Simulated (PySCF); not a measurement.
Ionisation energy of Ar by level of theory

Ar [Ar] (1S) → Ar⁺ [Ne] 3s2 3p5 (2P), as a difference of total energies. Computed with PySCF 2.14 in aug-cc-pCVTZ-DK with one added diffuse shell each of s, p, d, f type (9s8p6d4f, 91 functions), with scalar relativity by spin-free X2C-1e. Correlated levels: valence: [Ne] frozen; valence and next inner shell: 1s2 frozen; nothing frozen. The calculations carry no spin-orbit coupling.

```csv
method,ionisation energy (eV)
UHF,14.537
LDA,15.978
PBE,15.694
PBE0,15.702
r2SCAN,15.750
TPSSh,15.686
BP86,15.794
wB97X-V,15.750
B3LYP,15.777
MP2 (valence),15.728
SCS-MP2 (valence),15.624
MP2 (valence and next inner shell),15.750
SCS-MP2 (valence and next inner shell),15.642
MP2 (all electrons),15.751
SCS-MP2 (all electrons),15.643
```

Question: How much does correlation contribute at MP2 (all electrons)?

Answer: 15.751 − (14.537) = 1.214 eV, measured against UHF.

Errors of the correlated levels include the incompleteness of this basis and the frozen core.

For comparison: 15.819 eV (measured; NIST levels, between the centres of gravity of the two terms).
